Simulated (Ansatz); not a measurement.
The first iterations of a band of C4H10FN (16 atoms, charge 0, multiplicity 1).

Level of theory: Ansatz 0.2.0, RKS BLYP/def2-SVP.

```yaml
movable_images: 5
climbing_image: yes
spring: 5.0 eV/Å²
optimiser: fire
start_path: through a guess of the saddle point
force_threshold: 0.03 eV/Å
iteration_limit: 60
end_points: relaxed
largest_step: 0.5 Å
```

Initial state:

```xyz
16
Properties=species:S:1:pos:R:3
C -0.600 -0.360 -1.435
C 0.063 0.389 -0.261
C 0.375 -0.544 0.936
N 1.320 -1.611 0.553
C -0.798 1.580 0.178
F -0.147 2.340 1.162
H 0.003 -1.251 -1.695
H -0.693 0.283 -2.335
H -1.618 -0.713 -1.164
H 1.032 0.812 -0.614
H 0.715 0.091 1.787
H -0.572 -1.029 1.264
H 1.418 -2.283 1.326
H 2.260 -1.207 0.426
H -1.768 1.231 0.601
H -1.014 2.248 -0.684
```

Final state:

```xyz
16
Properties=species:S:1:pos:R:3
C -0.480 -0.377 -1.391
C 0.101 0.390 -0.186
C 0.341 -0.525 1.054
N 1.320 -1.610 0.916
C -0.805 1.576 0.173
F -0.241 2.340 1.205
H 0.174 -1.229 -1.667
H -0.575 0.268 -2.289
H -1.486 -0.790 -1.161
H 1.088 0.817 -0.480
H 0.657 0.123 1.897
H -0.633 -0.974 1.357
H 2.235 -1.231 0.632
H 1.042 -2.265 0.173
H -1.804 1.220 0.515
H -0.956 2.243 -0.705
```

| iteration | highest image above the first end (eV) | largest band force component (eV/Å) |
| --- | --- | --- |
| 1 | 2.064 | 14.825 |
| 2 | 1.196 | 7.908 |
| 3 | 0.824 | 6.220 |
| 4 | 0.389 | 3.317 |
| 5 | 0.231 | 1.542 |
| 6 | 0.228 | 1.479 |
| 7 | 0.223 | 1.353 |
| 8 | 0.217 | 1.163 |
| 9 | 0.211 | 0.911 |
| 10 | 0.205 | 0.627 |
| 11 | 0.201 | 0.476 |
| 12 | 0.200 | 0.456 |
| 13 | 0.199 | 0.417 |

Q: Does the band converge within its limit, and where does its top end?

A: It converged. It ended after 41 iterations with the highest image 0.148 eV above the first end. Another band between the same ends (5 images) ends at a top of the same energy, where a vibrational analysis finds 1 clearly imaginary mode.

Time of the run: 8.3 min on 2 threads of Arm Neoverse V2, with other jobs on the host, peak memory 0.19 GiB.
